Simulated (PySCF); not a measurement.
# BH3S (SMILES BS): QCISD(T)/STO-6G

Aim: the energy change on altering one bond length of BH3S at QCISD(T)/STO-6G, from 2 runs. Input form: a Python script.

The calculation is run with PySCF 2.14.0.

11 further runs of the same task are left out: 11 set aside as unsound or not needed.

### Step 1. The structure to begin with

BH3S: 5 atoms, total charge 0, spin state singlet. SMILES: `BS`. The shape is that of a PBE0-D4/def2-TZVP optimisation.

Bond lengths: B1–S2 1.765 Å, B1–H3 1.192 Å, B1–H4 1.190 Å, S2–H5 1.344 Å. Angles: B1–S2–H5 99.2°, S2–B1–H3 115.8°, S2–B1–H4 121.4°, H3–B1–H4 122.7°.

### Step 2. A single-point energy at QCISD(T)/STO-6G

Contents of job.py:

```python
from pyscf import gto, scf, cc

mol = gto.Mole()
mol.atom = '''
B     -0.392100    -0.421000     0.088100
S      0.161700     1.236900    -0.154300
H     -1.562900    -0.556400     0.264200
H      0.367100    -1.337600     0.074200
H      1.476100     1.004400    -0.313600
'''
mol.basis = 'sto-6g'
mol.max_memory = 1860
mol.charge = 0
mol.verbose = 3
mol.spin = 0
mol.build()

mf = scf.RHF(mol)
mf.conv_tol = 1e-10
mf.kernel()
if not mf.converged:
    mf = mf.newton().run(mf.mo_coeff, mf.mo_occ)

mycc = cc.QCISD(mf, frozen=6)
mycc.kernel()
e_t = mycc.qcisd_t()
energy = mycc.e_tot + e_t
print('E(%s) = %.9f' % ('QCISD(T)', energy))
```

Run with:

```bash
$ OMP_NUM_THREADS=1 python job.py
```

The program printed:

```text
converged SCF energy = -422.551082060016
E(QCISD) = -422.6461839895447  E_corr = -0.09510192952842206
QCISD(T) correction = -0.00149713502982216
E(QCISD(T)) = -422.647681125
```

It took 0.66 s on 1 thread of Arm Neoverse V2, shared host; peak memory 0.1 GiB.

### Step 3. The distorted shape, same level

Contents of calc.py:

```python
from pyscf import gto, scf, cc

mol = gto.M(
    atom='''
B      1.715318    -0.177283    -0.228877
S      2.269118     1.480617    -0.471277
H     -1.562900    -0.556400     0.264200
H      2.474518    -1.093883    -0.242777
H      3.583518     1.248117    -0.630577
''',
    verbose=3,
    basis='sto-6g',
    max_memory=1860,
    charge=0,
)

myscf = scf.RHF(mol)
myscf.conv_tol = 1e-10
myscf.kernel()
if not myscf.converged:
    myscf = myscf.newton().run(myscf.mo_coeff, myscf.mo_occ)

mycc = cc.QCISD(myscf, frozen=6)
mycc.kernel()
e_t = mycc.qcisd_t()
etot = mycc.e_tot + e_t
print('E = %.10f Eh' % etot)
```

Run with:

```bash
$ OMP_NUM_THREADS=1 python calc.py
```

The program printed:

```text
converged SCF energy = -422.141216359908
E(QCISD) = -422.4352532557916  E_corr = -0.294036895883198
QCISD(T) correction = -0.00577379124529485
E = -422.4410270470 Eh
```

Run time: 0.66 s. Hardware: 1 thread of Arm Neoverse V2, shared host; peak memory 0.1 GiB.

### Step 4. Results

Level: QCISD(T)/STO-6G, 6 core orbitals frozen.

| quantity | value |
| --- | --- |
| first shape: total energy | -422.64768 Eh |
| first shape: dipole moment (Hartree–Fock density) | 0.88 D |
| first shape: HOMO energy (Hartree–Fock orbitals) | -8.45 eV |
| first shape: LUMO energy (Hartree–Fock orbitals) | 7.06 eV |
| first shape: HOMO–LUMO gap (Hartree–Fock orbitals) | 15.51 eV |
| first shape: correlation energy (6 core orbitals frozen) | -96.6 mEh |
| first shape: (T) correction | -1.50 mEh |
| first shape: T1 diagnostic | 0.026 |
| distorted shape: total energy | -422.44103 Eh |
| distorted shape: dipole moment (Hartree–Fock density) | 3.39 D |
| distorted shape: HOMO energy (Hartree–Fock orbitals) | -3.60 eV |
| distorted shape: LUMO energy (Hartree–Fock orbitals) | 2.11 eV |
| distorted shape: HOMO–LUMO gap (Hartree–Fock orbitals) | 5.71 eV |
| distorted shape: correlation energy (6 core orbitals frozen) | -299.8 mEh |
| distorted shape: (T) correction | -5.77 mEh |
| distorted shape: T1 diagnostic | 0.050 |
| energy change with the B1–H3 bond stretched from 1.192 to 3.337 Å | 5.623 eV |

In words: One bond (distorted shape) is far stretched, which a spin-restricted single reference describes badly; perturbation theory on it can break down and give far too much correlation. With the B1–H3 bond stretched from 1.192 to 3.337 Å the energy rises by 5.62 eV (543 kJ/mol). The first shape isn't relaxed at this level, so the change isn't measured from a minimum. A restricted reference can't describe the breaking bond well at this length. The minimal basis adds a large error of its own. The T1 diagnostic (first shape) of 0.026 is above the customary mark for such species, so a single reference may not serve. The triples (first shape) make up 1.5 % of the correlation energy. The T1 diagnostic (distorted shape) of 0.050 is above the customary mark for such species, so a single reference may not serve. The triples (distorted shape) make up 1.9 % of the correlation energy.
